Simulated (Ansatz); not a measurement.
Compare A (`C#CSC`) with its isomer B (`C=C=CS`).

Calculated with Ansatz (gas phase, PBE0-D4/def2-TZVP geometries, no zero-point term in ΔE). CBS: MP2 limit from def2 TZ/QZ plus the TZ coupled-cluster correction, frozen cores. Functionals use def2-TZVPP. B3LYP here is the variant with VWN-RPA as its local correlation; programs differ in this. One conformer a species, not always the lowest.

Problem. Which isomer does CCSD(T)/CBS put lower? Give the gap. (An estimate is asked.)

Solution. Ansatz gave: B, by 2.3 kcal/mol.

Problem. Give E(B) − E(A) in kcal/mol with B3LYP, LDA (SPW92), PBE0-D4, MP2/def2-TZVPP, ωB97M-V, BLYP-D4, PBE-D4. (Estimate.)

Solution. The calculation gave: B3LYP -5.6, LDA (SPW92) -8.0, PBE0-D4 -5.5, MP2/def2-TZVPP 0.8, ωB97M-V -3.9, BLYP-D4 -6.2, PBE-D4 -6.5. The order is the other way round with MP2/def2-TZVPP.

Problem. Does the order hold for the free energy at 298.15 K (harmonic terms from PBE0-D4)? (An estimate is asked.)

Solution. Ansatz gave: Yes: G(B) − G(A) = -3.1 kcal/mol, for one conformer each.

Largest T1 diagnostic: 0.013.

From r2SCAN to r2SCAN0 (25 % exact exchange), in def2-TZVPP and without D4, E(B) − E(A) moves by +0.7 kcal/mol. Leaving LDA and LC-ωPBE aside and taking each functional with its dispersion term where it has one, the values, not all of them listed here, spread over 4.1 kcal/mol, from PBE-D4 to PBE-QIDH. LDA lies −1.5 kcal/mol from PBE without D4.
